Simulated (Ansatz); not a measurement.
**[Br···H···SiH3], doublet: transfer scan**

Starting geometry:

| atom | x (Å) | y (Å) | z (Å) |
| --- | --- | --- | --- |
| Br | -1.0477 | 0.0000 | 0.0000 |
| H | 0.3729 | 0.0000 | 0.0000 |
| Si | 2.6353 | 0.0000 | 0.0000 |
| H | 3.0852 | -1.4163 | 0.0000 |
| H | 3.0852 | 0.7081 | -1.2265 |
| H | 3.0852 | 0.7081 | 1.2265 |

From there H2 is moved from one fragment to the other while all else, the fragments' distance too, stays fixed, so the hump isn't the reaction's barrier; atoms are numbered as listed. Energies are in kcal/mol, counted from the starting geometry at the same level.

Basis cc-pVDZ; Ansatz 0.2.0. Only valence electrons are correlated (noble-gas cores and the filled d shells of p-block atoms frozen). R marks a restricted (for open shells ROHF) determinant, U an unrestricted one. Active spaces: valence = (15e, 12o) chosen from the atoms' valence shells. No spin–orbit coupling is included, and no scalar relativity.

Runs in a small pair space aren't shown, since their orbitals change along the scan.

Full CI isn't at hand for all of this; UCCSDT(Q) serves as the reference, and is uncertain by about the last step of the cluster series. The frozen core follows each run's orbitals, which can shift R against U totals by a few meV for light atoms and by up to 0.1 eV past Ca.

```tsv
distance Br1-H2 (Å)	UCCSDT(Q)	error RHF	error RCCSD	error RCCSD(T)	error CASSCF (valence space)	error NEVPT2 (valence space)	error MRCISD+Q (valence space)
1.421	0.0	0.0	0.0	0.0	0.0	0.0	0.0
1.538	0.5	1.9	0.2	0.1	0.1	-0.1	0.0
1.773	4.1	5.4	0.6	0.1	0.1	0.4	0.1
2.008	-1.1	-0.4	-0.1	0.0	-0.5	1.7	0.1
2.243	-4.0	-4.4	-0.7	-0.1	-0.7	2.6	0.0
```

Errors are those of relative energies. In total energy the starting point itself misses UCCSDT(Q) by: RHF 172.1, RCCSD 3.8, RCCSD(T) 0.7, CASSCF (valence space) 133.4, NEVPT2 (valence space) 34.2, MRCISD+Q (valence space) 0.9 kcal/mol.

Spread of the error over the points with a reference, to 2.243 Å (largest less smallest): MRCISD+Q (valence space) 0.1, RCCSD(T) 0.2, CASSCF (valence space) 0.8, RCCSD 1.2, NEVPT2 (valence space) 2.6, RHF 9.9 kcal/mol.
